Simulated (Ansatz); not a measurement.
C2H3F3, SMILES `FCC(F)F` from Hartree–Fock to CCSD(T)

Cartesian coordinates in Å:
```
F -0.8226 1.5311 0.3664
C -0.7217 0.1710 0.2173
C 0.6668 -0.1752 -0.2606
F 0.7033 -1.5034 -0.5326
F 1.5745 0.0759 0.7087
H -1.4543 -0.1645 -0.5213
H -0.9077 -0.3147 1.1791
H 0.9616 0.3798 -1.1569
```

The species carries charge 0 and has multiplicity 1. Geometry: relaxed with PBE0-D4/def2-TZVP. It is one conformer, not always the lowest. Frozen core, restricted reference, Ansatz. CBS rows extrapolate triple and quadruple zeta.

```csv
basis,HF (Eh),MP2 corr.,CCSD corr.,(T),CCSD(T) total
def2-TZVPP,-375.95710,-1.07626,-1.09548,-0.03464,-377.08722
def2-QZVPP,?,-1.17129,-1.18062,-0.04067,?
CBS(def2),-375.97584,?,?,?,?
```

**Question.** Fill in the withheld values. (An estimate is asked.)

**Answer.** Ansatz gave: def2-QZVPP HF (Eh): -375.97357; def2-QZVPP CCSD(T) total: -377.19486; CBS(def2) MP2 corr.: -1.24168; CBS(def2) CCSD corr.: -1.24368; CBS(def2) (T): -0.04514; CBS(def2) CCSD(T) total: -377.26466.
